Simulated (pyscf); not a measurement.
H₃C–CH(F)–F + methyl (CH₃•) -> H₃C–C•(CH₃)–F + hydrogen fluoride (HF), a concerted two-bond exchange (doublet surface; C–F, C–H broken, C–C, F–H formed). PySCF, gas phase, ωB97X-D3(BJ)/def2-SVP geometries. Energies in kcal/mol from the separated reactants.

Small-basis levels: PySCF, no dispersion term, spherical d functions. AM1 to PM7: differences of heats of formation from MOPAC. GFN2-xTB: tblite. Open shells are spin-unrestricted. 

```csv
level,barrier,reaction energy
HF/3-21G,72.2,+9.2
HF/6-31G*,82.0,+5.2
MP2/6-31G*,64.6,0.0
B3LYP/STO-3G,50.5,+4.2
B3LYP/LANL2DZ,42.8,-6.7
B3LYP/6-31G*,52.6,+2.7
B3LYP/6-311+G**,50.0,-9.7
PBE/def2-SVP,43.4,-4.8
B3LYP/def2-SVP,53.4,-2.7
GFN2-xTB,30.5,-3.7
AM1,…,-26.9
PM6,…,-21.5
ωB97M-D3(BJ)/def2-TZVP,…,-7.5
```

Question: What belongs in the gaps?

Answer: 
- AM1, barrier: 80.9
- PM6, barrier: 59.2
- ωB97M-D3(BJ)/def2-TZVP, barrier: 52.4

Against the last row the barrier runs from -21.9 (GFN2-xTB) to +29.5 kcal/mol (HF/6-31G*). ωB97M-D3(BJ)/def2-TZVP has limits of its own. On the product side the descent ends in a complex (not fully relaxed), 5.4 kcal/mol under the separated species and 66.0 kcal/mol under the saddle at ωB97X-D3(BJ)/def2-TZVP. One saddle was located; it need not be the lowest between these sides.
